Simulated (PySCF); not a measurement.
SMILES [C-]#[N+]/C=C/F, C3H2FN

Molfile (atoms numbered from 1):
```
C3H2FN
     RDKit          3D

  7  6  0  0  0  0  0  0  0  0999 V2000
    2.4518   -0.3166   -0.4715 C   0  0  0  0  0  0  0  0  0  0  0  0
    1.3678    0.0279   -0.2104 N   0  0  0  0  0  0  0  0  0  0  0  0
    0.1243    0.4577    0.0978 C   0  0  0  0  0  0  0  0  0  0  0  0
   -0.9263   -0.3526    0.0477 C   0  0  0  0  0  0  0  0  0  0  0  0
   -2.1471    0.0880    0.3536 F   0  0  0  0  0  0  0  0  0  0  0  0
    0.0390    1.4972    0.3854 H   0  0  0  0  0  0  0  0  0  0  0  0
   -0.9063   -1.3967   -0.2296 H   0  0  0  0  0  0  0  0  0  0  0  0
  1  2  3  0
  2  3  1  0
  3  4  2  0
  4  5  1  0
  3  6  1  0
  4  7  1  0
M  CHG  2   1  -1   2   1
M  END
```

Method used: TDDFT B3LYP/def2-SVPD excited states, vertical, gas phase in PySCF 2.14.0. Geometry: GFN2-xTB.

**Question.** Give the one- and two-photon strengths of the lowest singlets.

**Answer.** δ for parallel linear polarisation; σ at the peak of a Lorentzian of half width 0.1 eV, single beam; Ω is circular over linear.
| state | E (eV) | f | photon λ (nm) | δ (au) | σ (GM) | Ω | main |
| --- | --- | --- | --- | --- | --- | --- | --- |
| S1 | 6.26 | 0.019 | 396 | 8.39 | 0.12 | 1.50 | HOMO−1→LUMO 1.00 |
| S2 | 6.30 | 0.390 | 394 | 33.4 | 0.48 | 0.79 | HOMO→LUMO 0.92 |
| S3 | 6.41 | 0.000 | 387 | 0.65 | 0.01 | 1.50 | HOMO→LUMO+1 0.98 |
| S4 | 7.01 | 0.000 | 354 | 0.12 | 0.00 | 1.50 | HOMO−2→LUMO 0.98 |
| S5 | 7.32 | 0.012 | 339 | 13.5 | 0.27 | 1.50 | HOMO→LUMO+2 0.98 |

Among these, the strongest one-photon state is S2, the strongest two-photon state S2, with a dipole change of 1.1 D (relaxed, norm of the difference vector).
